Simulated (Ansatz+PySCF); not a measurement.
# doublet CO(+): levels of theory in one basis

```xyz
2

C     0.0000    0.0000   -0.5834
O     0.0000    0.0000    0.4376
```

Basis set: def2-SVP (spherical functions). Frozen core: 2 orbitals. Correlation on ROHF uses semicanonical orbitals with singles. Charge 1, multiplicity 2.

Computed with Ansatz (development build ahead of 0.2.0); each method stands on the lowest determinant of its kind that the runs found. NEVPT2 correlates all electrons. Active spaces start from the frontier orbitals, and the lowest solution found is given.

| method | E − E(ROHF) (eV) | <S²> of the determinant |
| --- | --- | --- |
| ROHF | 0.00 | 0.75 |
| UHF | -0.19 | 0.83 |
| ROHF-MP2 | -6.92 | – |
| UHF-MP2 | -6.85 | 0.83 |
| ROHF-CCSD | -7.16 | – |
| UHF-CCSD | -7.17 | 0.83 |
| ROHF-CCSD(T) | -7.40 | – |
| UHF-CCSD(T) | -7.39 | 0.83 |
| SC-NEVPT2(9,8) | -6.91 | – |

(1) What does CASSCF(9,8) give on the same scale?

(2) Is a single determinant a sound starting point here?

Answers

(1) -3.73 eV.

(2) By this sign, yes. Unrestricted orbitals gain 0.19 eV and <S²> is 0.83 against 0.75 for a pure state. The CASSCF(9,8) natural occupations are 2.00, 1.98, 1.95, 1.95, 1.00, 0.05, 0.05, 0.01.
